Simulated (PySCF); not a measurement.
O2S, SMILES O=S=O.

Geometry: B3LYP-D3(BJ)/def2-TZVP.

Calculation: PySCF with SMD-ωB97X/def2-SVP.

Solvation free energies are E(SMD) − E(gas) at the gas-phase geometry, for 1 M in both phases. In vacuum the dipole moment is 1.83 D.

```json
[
 {"solvent": "water", "ΔG(solv) (kcal/mol)": "-4.1", "its non-electrostatic (CDS) part": "-0.3", "dipole (D)": "2.16"},
 {"solvent": "2-propanol", "ΔG(solv) (kcal/mol)": "-2.9", "its non-electrostatic (CDS) part": "0.3", "dipole (D)": "2.11"},
 {"solvent": "ethanol", "ΔG(solv) (kcal/mol)": "(withheld)", "its non-electrostatic (CDS) part": "(withheld)", "dipole (D)": "(withheld)"}
]
```

Q: Fill in the missing entries. (Estimate from the structure and the level; the computed values follow.)

A: 
- ethanol, ΔG(solv) (kcal/mol): -2.5
- ethanol, its non-electrostatic (CDS) part: 1.0
- ethanol, dipole (D): 2.12
